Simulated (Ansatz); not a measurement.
Bond stretch in LiH, singlet.

Levels of theory: RKS-PBE = restricted PBE/aug-cc-pVTZ (Ansatz, a quantum-chemistry and plane-wave program); UKS-PBE = unrestricted PBE/aug-cc-pVTZ in Ansatz; RKS-CAM-B3LYP = restricted CAM-B3LYP/aug-cc-pVTZ run with Ansatz; FCI = full CI/aug-cc-pVTZ, frozen core in Ansatz.

Energies relative to the lowest point of each curve near equilibrium, in kcal/mol; the last columns give the error against full CI:

```tsv
R / Å	RKS-PBE	UKS-PBE	RKS-CAM-B3LYP	FCI	RKS-PBE − FCI	UKS-PBE − FCI	RKS-CAM-B3LYP − FCI
1.21	18.5	18.5	17.6	19.3	-0.9	-0.9	-1.8
1.28	11.3	11.3	10.6	11.9	-0.6	-0.6	-1.4
1.35	6.3	6.3	5.7	6.7	-0.4	-0.4	-1.0
1.44	2.4	2.4	1.9	2.6	-0.2	-0.2	-0.6
1.50	0.9	0.9	0.6	1.0	-0.1	-0.1	-0.4
1.52	0.6	0.6	0.3	0.6	-0.1	-0.1	-0.3
1.60	0.0	0.0	0.0	0.0	0.0	0.0	0.0
1.64	0.1	0.1	0.2	0.1	0.0	0.0	0.1
1.68	0.4	0.4	0.6	0.3	0.1	0.1	0.3
1.76	1.4	1.4	1.9	1.3	0.1	0.1	0.6
1.87	3.7	3.7	4.6	3.6	0.1	0.1	0.9
1.98	6.6	6.6	7.8	6.5	0.1	0.1	1.3
2.15	11.8	11.8	13.7	11.8	0.1	0.1	1.9
2.44	21.3	21.3	24.3	21.3	0.0	0.0	3.0
2.64	27.5	27.5	31.5	27.6	-0.1	-0.1	3.8
2.91	35.3	35.0	40.6	35.4	-0.1	-0.4	5.2
3.17	41.8	40.4	48.5	41.6	0.2	-1.2	6.9
3.57	50.1	46.2	59.1	48.8	1.3	-2.6	10.3
3.94	55.9	49.5	67.1	52.8	3.1	-3.3	14.3
4.32	60.5	51.6	73.9	55.0	5.5	-3.3	18.9
4.74	64.2	53.0	79.9	56.1	8.2	-3.1	23.9
5.56	68.8	53.4	88.4	56.7	12.1	-3.3	31.6
6.33	71.1	53.5	93.5	56.8	14.3	-3.4	36.7
```

RKS-PBE is furthest from FCI at 6.33 (14.3 kcal/mol, above); its mean absolute error over the points is 2.1 kcal/mol.

UKS-PBE is furthest from FCI at 6.33 (-3.4 kcal/mol, below); its mean absolute error over the points is 1.0 kcal/mol.

RKS-CAM-B3LYP is furthest from FCI at 6.33 (36.7 kcal/mol, above); its mean absolute error over the points is 7.2 kcal/mol.

The restricted form behind RKS-PBE, RKS-CAM-B3LYP keeps the bonding electrons paired and can't separate into open-shell fragments. The unrestricted determinant behind UKS-PBE is spin-contaminated at 2.91 to 6.33 Å (<S²> up to 1.0, against 0.00 for a pure singlet).
